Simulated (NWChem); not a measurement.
Species: AlF3; SMILES [F][Al]([F])[F]

```xyz
4

Al     0.0000     0.0000     0.0000
F     -0.4630    -1.5733     0.0000
F     -1.1310     1.1876     0.0000
F      1.5940     0.3857     0.0000
```
Atoms are numbered in this order, from 1.

Level: B3LYP/6-31G* (spherical d) (NWChem), optimised geometry, unscaled harmonic frequencies. 

```json
[
 {"frequency (cm⁻¹)": "254", "IR intensity (km/mol)": "31.7"},
 {"frequency (cm⁻¹)": "254", "IR intensity (km/mol)": "31.7"},
 {"frequency (cm⁻¹)": "295", "IR intensity (km/mol)": "126.0"},
 {"frequency (cm⁻¹)": "700", "IR intensity (km/mol)": "0.0"},
 {"frequency (cm⁻¹)": "980", "IR intensity (km/mol)": "141.3"},
 {"frequency (cm⁻¹)": "980", "IR intensity (km/mol)": "141.3"}
]
```

| Property | Value |
|---|---|
| zero-point energy | 4.9 kcal/mol |
| thermal correction to the enthalpy at 298.15 K (with zero-point energy) | 8.3 kcal/mol |
| heat capacity Cv | 12.8 cal/(mol K) |
| entropy at 298.15 K and 1 atm (symmetry number 6) | 66.2 cal/(mol K) |
| dipole moment | 0.00 D |

Rigid rotor and harmonic oscillator.
